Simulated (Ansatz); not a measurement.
Ideal-gas functions of `C#CN` at 800 K and 1 bar, from an Ansatz frequency run at PBE0-D4/def2-TZVP.

Molar mass 41.05 g/mol, point group Cs (symmetry number 1), electronic degeneracy 1, moments of inertia 1.629, 53.602, 54.801 u Å². Harmonic wavenumbers (cm⁻¹, unscaled): 375, 425, 493, 595, 700, 1106, 1196, 1638, 2264, 3496, 3567, 3655.

Use S(trans) = R[1.5 ln M + 2.5 ln T − 1.1517]; rotational temperatures θ = 24.2544 K / I; S(rot) = R[ln(√π/σ · √(T³/θAθBθC)) + 1.5]; for each mode x = 1.438777 ν̃/T, S = R[x/(eˣ − 1) − ln(1 − e⁻ˣ)] and H = RT x/(eˣ − 1); 1 cm⁻¹ = 0.0119627 kJ/mol; R = 8.31446 J/(mol·K).

**Question.** By hand: the entropy, in J/(mol·K).

**Answer.** Translation 175.7. Rotation: θ = 14.8891, 0.4525, 0.4426 K, giving 96.1. Vibration, mode by mode: 11.75, 10.75, 9.58, 8.14, 6.93, 3.84, 3.38, 1.81, 0.73, 0.11, 0.10, 0.09, in all 57.2. Electronic 0.0. Sum 329.0 J/(mol·K).

**Question.** By hand: H − E and G − E in kJ/mol, counted from the electronic energy.

**Answer.** Zero-point energy ½ × 19510 × 0.0119627 = 116.7; thermal vibration 26.0; translation, rotation and pV give 4 RT = 26.6. H − E = 169.3 kJ/mol, and G − E = 169.3 − 800 × 329.0/1000 = -93.9 kJ/mol.

Vibration gives 17 % of the entropy. The sum counts one conformer and one mirror image; others add a mixing term.
